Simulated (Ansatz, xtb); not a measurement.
## A geometry optimisation of CH7AlN− with r2SCAN-D4/def2-SVPD

The starting geometry of this gas-phase singlet has its atoms placed at random.

```xyz
10

C     0.8212   -1.1136    1.6870
Al    0.6532    0.7056    0.1187
N    -1.4296   -0.9573    0.4480
H    -1.0201    0.4483   -1.2027
H    -0.8172   -1.1502    1.4614
H    -0.9913    0.0822    0.3014
H     1.6337   -0.3508    1.0413
H     1.3120   -1.1377    0.0386
H     0.7733    1.2545    1.9884
H     0.3914    2.4153    0.8200
```

Question: One run relaxed it with r2SCAN-D4/def2-SVPD. What is a likely outcome?

Answer: It ends as a structure given below by its coordinates. Distances that change by over a tenth: C1–H7 (1.29 → 1.11 Å), Al2–H8 (1.96 → 2.65 Å), Al2–H9 (1.95 → 2.64 Å), Al2–H10 (1.87 → 1.66 Å), N3–H5 (1.20 → 1.02 Å), N3–H6 (1.14 → 1.02 Å). Contacts that open: Al2–H6 (1.77 → 2.53 Å), Al2–H7 (1.71 → 2.66 Å). Contacts that close: C1–Al2 (2.41 → 2.02 Å), C1–H8 (1.72 → 1.11 Å), C1–H9 (2.39 → 1.11 Å), Al2–N3 (2.69 → 1.89 Å), Al2–H4 (2.15 → 1.65 Å).

The energy falls by 15.91 eV over 27 steps:

```tsv
step	E − E(last) (eV)
1	15.911
4	8.536
7	3.934
10	1.144
13	0.058
15	0.017
18	0.005
21	0.001
24	0.000
27	0.000
```

Final geometry (Å):

```xyz
10

C     1.5453   -0.4054    1.0587
Al   -0.0066    0.5747    0.2118
N    -1.5948   -0.3465    0.6516
H     0.0860    0.5831   -1.4356
H    -1.8921   -0.3725    1.6255
H    -2.4284   -0.1513    0.1017
H     2.5199    0.0810    0.8619
H     1.6276   -1.4496    0.7017
H     1.4439   -0.4591    2.1607
H     0.0259    2.1420    0.7642
```

From the same start GFN2-xTB ends elsewhere, differing in C1–N3 (1.44 against 3.17 Å here), C1–H9 (3.18 against 1.11 Å here), Al2–N3 (2.63 against 1.89 Å here), Al2–H7 (1.86 against 2.66 Å here), Al2–H9 (1.61 against 2.64 Å here).

From so rough a start the end depends on the optimiser's path, so another program may land elsewhere. The end wasn't checked by frequencies. Run with Ansatz 0.2.0, 55 s on 2 threads of Intel(R) Xeon(R) Platinum 8375C CPU @ 2.90GHz (Ice Lake), on a shared host.
